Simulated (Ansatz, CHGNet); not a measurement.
**B20 (FeSi-type) FeSi: properties by level of theory**

Reference values: lattice constant a 4.483 Å (measured, temperature not stated, no zero-point or thermal correction; as tabulated in Wikipedia's data pages); formation enthalpy -0.400 ± 0.02 eV/atom (measured, 298 K, copied from a table, unchecked, no zero-point or thermal correction; as tabulated in Wang et al. (2021), doi:10.1038/s41598-021-94550-5).

| level (code) | lattice parameter a (Å) | formation enthalpy (eV/atom) |
|---|---|---|
| CHGNet 0.3.0 | 4.441 | -0.568 |
| CHGNet-r²SCAN | 4.398 | -0.265 |
| r²SCAN-D4 (Ansatz) | 4.390 | -0.324 |

Differences from the reference values (errors of the level alone only where the reference is corrected to a static lattice):

```csv
level,lattice constant a (%),formation enthalpy (eV/atom)
CHGNet 0.3.0,-0.94,-0.168
CHGNet-r²SCAN,-1.90,+0.135
r²SCAN-D4,-2.07,+0.076
```

Nearest: lattice constant a, not ranked (reference at room or unstated temperature); formation enthalpy, not ranked (one source).

Machine-learned potentials (CHGNet 0.3.0, CHGNet-r²SCAN) are trained on DFT data: a solid inside that data is no test of them.

Caveats: the energies of CHGNet 0.3.0 can hold anion corrections fitted to measured formation enthalpies (CHGNet 0.3.0). Ansatz's density-functional and Hartree–Fock values are scalar-relativistic unless marked +SOC, with PAW data made under PBE.

The crystal itself was run without spin with r²SCAN-D4; a magnetic state was not tried in these runs.

Differences are worked out from the printed values.

Static lattice: no zero-point or thermal effects.

Ansatz is a first-principles code.
